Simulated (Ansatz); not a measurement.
We consider spinel CdLu2S4, described by LDA (Ansatz, a first-principles code, PAW).

Numerical settings: plane-wave cutoff 520 eV, 6×6×6 k mesh, Fermi–Dirac smearing 0.01 eV, scalar-relativistic PAW data made under PBE.

Cell (relaxed at this level):

```cif
data_Cd8Lu16S32
_chemical_formula_sum 'S32 Lu16 Cd8'
_space_group_name_H-M_alt 'Fd-3m :1'
_space_group_IT_number 227
_space_group_name_Hall 'F 4d 2 3 -1d'
_cell_length_a 10.83891
_cell_length_b 10.83891
_cell_length_c 10.83891
_cell_angle_alpha 90.000
_cell_angle_beta 90.000
_cell_angle_gamma 90.000
loop_
_atom_site_label
_atom_site_type_symbol
_atom_site_symmetry_multiplicity
_atom_site_Wyckoff_symbol
_atom_site_fract_x
_atom_site_fract_y
_atom_site_fract_z
_atom_site_occupancy
S1 S 32 e 0.36732 0.36732 0.36732 1
Lu1 Lu 16 c 0.12500 0.12500 0.12500 1
Cd1 Cd 8 b 0.50000 0.50000 0.50000 1
```
(The calculation used a cell of 14 atoms; values per cell refer to that cell.)

Q: Predict the band gap.

A: 
- band gap = 0.79 eV (on the SCF k mesh)

Spin–orbit coupling is not included.

Static lattice: no zero-point or thermal effects.
